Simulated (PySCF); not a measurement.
**H: electron affinity**

H- 1s2 (1S) → H 1s1 (2S), as a difference of total energies. All numbers are calculated (PySCF 2.14, the non-relativistic Hamiltonian (point nucleus), in aug-cc-pVQZ (5s4p3d2f, 46 functions)). Correlated levels: valence: nothing frozen. The calculations carry no spin-orbit coupling.

| method | electron affinity (eV) | error (eV) |
| --- | --- | --- |
| UHF | -0.330 | -1.084 |
| LDA | 0.928 | +0.174 |
| PBE | 0.708 | -0.046 |
| PBE0 | 0.616 | -0.138 |
| r2SCAN | 0.715 | -0.039 |
| M06-L | 0.590 | -0.164 |
| wB97X-V | 0.704 | -0.050 |
| MN15 | 0.867 | +0.113 |
| HSE06 | 0.617 | -0.137 |
| MP2 (valence) | 0.467 | -0.287 |
| SCS-MP2 (valence) | 0.626 | -0.128 |

Reference: 0.754 eV (measured; photodetachment measurements, as compiled on the Wikipedia data page of electron affinities).

Errors of the correlated levels include the incompleteness of this basis.

A negative affinity means that the anion lies above the atom at that level of theory.

In the anion the highest occupied orbital energy is positive at LDA, PBE, PBE0, r2SCAN, M06-L, MN15, HSE06, a self-interaction effect; the basis confines that electron, and the energy difference can still be sensible.
